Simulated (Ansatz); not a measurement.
Copper (fcc) across density functionals

All rows: Ansatz, plane waves with scalar-relativistic PAW, 420 eV (500 eV for the SCAN forms), relaxed under each functional, no dispersion correction, no zero-point motion. B₀ comes from uniform scaling at fixed shape; a dash is a value not given.

The measured cell (COD entry 9008468) has a = 3.615 Å, 11.81 Å³/atom.

| functional | V (Å³/atom) | cell | B₀ (GPa) | magnetic state |
| --- | --- | --- | --- | --- |
| PBE | 11.95 | a = 3.629 Å | 141 | spin not included |
| r²SCAN | 11.43 | a = 3.576 Å | 163 | spin not included |
| PBEsol | 11.31 | a = 3.563 Å | 168 | spin not included |
| LDA | 10.88 | a = 3.518 Å | 189 | spin not included |
| revPBE | 12.26 | a = 3.660 Å | 129 | spin not included |
| RPBE | 12.38 | a = 3.673 Å | 124 | spin not included |

Task: What does BLYP give?

Result: V (Å³/atom): 12.68; cell: a = 3.702 Å; B₀ (GPa): 115; magnetic state: spin not included.

Task: Which functional comes closest to the measured volume?

Result: PBE, off by 1.2 %. The measured value holds thermal expansion and zero-point motion, which the calculations lack.
